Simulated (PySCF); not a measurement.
## Static response to an electric field

Difluorodisulfane, S2F2.
Atom-mapped SMILES: `[F:1][S:2][S:3][F:4]`

Cartesian coordinates in Å at the PBE0-D3(BJ)/def2-SVP level; atoms count from 1:
```xyz
4
S2F2 angstrom
F     -1.718    0.521    0.659
S     -0.917   -0.557   -0.298
S      0.925   -0.564    0.252
F      1.709    0.600   -0.613
```

Level: B3LYP/def2-SVPD (PySCF), static field, nuclei fixed, core orbitals frozen in the response. The polarisability tensor in these axes (au):

```
x   60.89  0.18  0.38
y    0.18 37.67  0.06
z    0.38  0.06 36.30
```

Give the principal values, the mean and the anisotropy Δα = √{½[(α1 − α2)² + (α2 − α3)² + (α1 − α3)²]}.

Principal values 36.29, 37.67 and 60.90 au; mean 44.96 au = 6.66 Å³ = 7.41 × 10⁻⁴⁰ C²·m²/J; Δα = 23.95 au (53 % of the mean).

What is the dipole moment, and where does it point?

(0.01, -1.56, -0.06) D, 1.56 D in size, pointing from the negative to the positive side. Measured along this direction, the outermost atoms are F4 and F1 at the negative end and S2 and S3 at the positive end.

Refractivity n − 1 of an ideal gas of it at 298.15 K and 1 atm, from the electronic α?

N = p/kT = 2.4615 × 10¹⁹ cm⁻³, so n − 1 = 2π × N × 6.66 × 10⁻²⁴ cm³ = 1030 × 10⁻⁶ at long wavelengths.

In a dilute gas of rigid molecules at 500 K, how does the orientational term μ²/3kT compare with the electronic polarisability?

In Gaussian units μ²/3kT = 11.77 Å³ against 6.66 Å³, a ratio of 1.77; the Debye molar polarisation (4π/3)N_A(α + μ²/3kT) is 46.5 cm³/mol, leaving out the vibrational part.

Traceless (Buckingham) quadrupole moment about the centre of nuclear charge: eigenvalues?

-4.19, 0.21, 3.97 D·Å. The values depend on the origin, since the dipole doesn't vanish. The electronic extent ⟨r²⟩ about the same centre is 453 bohr², a root-mean-square distance of 1.59 Å for the 50 electrons.

Give the principal axes and the span of the nuclei along them.

Largest value along (1.00, 0.01, 0.02), where the nuclei span 3.41 Å; middle along (-0.01, 1.00, 0.04), 1.12 Å; least along (-0.02, -0.04, 1.00), 1.33 Å. The strongest response lies along the longest span, while the other two are in reverse order.

Isolated species at its PBE0-D3(BJ)/def2-SVP geometry, gas phase.
